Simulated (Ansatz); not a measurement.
```yaml
crystal:
  periodic: [true, true, true]
  atoms:
    - {symbol: N, position_ang: [-1.522857, 0.450977, -0.629319]}
    - {symbol: C, position_ang: [0.277633, 0.328216, -0.531087]}
    - {symbol: Si, position_ang: [1.035264, -0.638459, 0.570134]}
    - {symbol: H, position_ang: [-1.724032, -0.561212, -0.782653]}
    - {symbol: H, position_ang: [-1.673488, 1.583744, -1.151362]}
    - {symbol: H, position_ang: [0.455843, 1.512172, -0.106125]}
    - {symbol: H, position_ang: [0.527544, 0.775917, -1.256106]}
    - {symbol: H, position_ang: [0.221691, -2.197259, 0.409483]}
    - {symbol: H, position_ang: [0.130734, -0.445030, 2.194425]}
    - {symbol: H, position_ang: [2.154421, -0.738380, 0.672901]}
basis:
  gaussian: {orbitals: 6-31G}
hamiltonian: {xc: {name: rPW86-PBE}, dispersion: d4}
accuracy: high
scf: {lower_state_search: full}
output: {forces: true}
```

```sh
$ ansatz run in.yaml --threads 2 --pin off --events-out ev --progress --plain --max-ram 4352MiB
```

Shortened log:

```
Error: YAML parse error: error: line 2 column 3: crystal: missing field `lattice` (a structure is typed as `lattice` and `atoms`, a molecule's as `atoms` in Å alone, or read from a run's directory, `checkpoint`)
 --> <input>:2:3
1 | crystal:
2 |   periodic: [true, true, true]
3 |   atoms:
4 |     - {symbol: N, position_ang: [-1.522857, 0.450977, -0.629319]}
```

(1) What is wrong with this run?

## Answers

(1) The molecule is marked periodic without a cell. The input was rejected before any iteration.
